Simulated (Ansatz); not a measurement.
**Cohesive energy of elemental metals**

Method: LDA (Ansatz, a quantum-chemistry and plane-wave program, plane waves, PAW). References are measured values corrected to a static lattice or taken at low temperature (these still hold zero-point motion). The table is a random draw of 10 from 29 solids with such references.

Values in eV/atom.

| solid | reference | LDA | error (eV/atom) |
|---|---|---|---|
| fcc Sr | 1.73 | 1.89 | +0.16 |
| fcc Pd | 3.93 | 5.06 | +1.13 |
| hcp Co | 4.47 | 6.67 | +2.20 |
| bcc Mo | 6.84 | 8.10 | +1.26 |
| hcp Ru | 6.8 | 8.78 | +1.98 |
| hcp Cd | 1.18 | 1.52 | +0.34 |
| bcc Na | 1.12 | 1.25 | +0.13 |
| hcp Zr | 6.32 | 7.41 | +1.09 |
| fcc Ag | 2.97 | 3.64 | +0.67 |
| fcc Al | 3.43 | 4.00 | +0.57 |

Over these 10 solids the mean error is +0.95 eV/atom, the mean absolute error 0.95 eV/atom (median 0.88 eV/atom), and the worst case hcp Co at +2.20 eV/atom; the value is above the reference in 10 of 10 cases. Over all 29, from unrounded values, the mean error is +0.85 eV/atom and the mean absolute error 0.85 eV/atom (median 0.66 eV/atom).

All these references are brought to a static lattice.

Differences are worked out from the printed values.

Free atoms are spin-polarised, in the lowest state found; at levels without +SOC their spin–orbit coupling is left out. Each level is taken at its own relaxed cell. Ansatz's density-functional and Hartree–Fock values are scalar-relativistic unless marked +SOC, with PAW data made under PBE.

Ansatz's runs of these crystals have no spin polarisation, but for hcp Co.

Density-functional runs with spin start from parallel moments for hcp Co.

Not in this set, of the elemental metals with a reference value in our tables and a result at some level: 13 for the spin–orbit terms of free Br, In, Sn, Te, I and atoms past barium, a cut that leaves lighter open-shell atoms' terms in the errors; 1 for a run that ended without the magnetic order (LDA); 1 for a doubt noted on the run at LDA; 1 for sources at odds. These can be a level's best or worst cases. Solids without a released value at any level aren't counted. Layered and molecular crystals are counted apart. The metals Ce to Yb are counted apart.

References as tabulated in Jana et al. (2018), arXiv:1807.00350; Mejia-Rodriguez and Trickey (2018), arXiv:1807.09216; Csonka et al. (2009), arXiv:0903.4037.
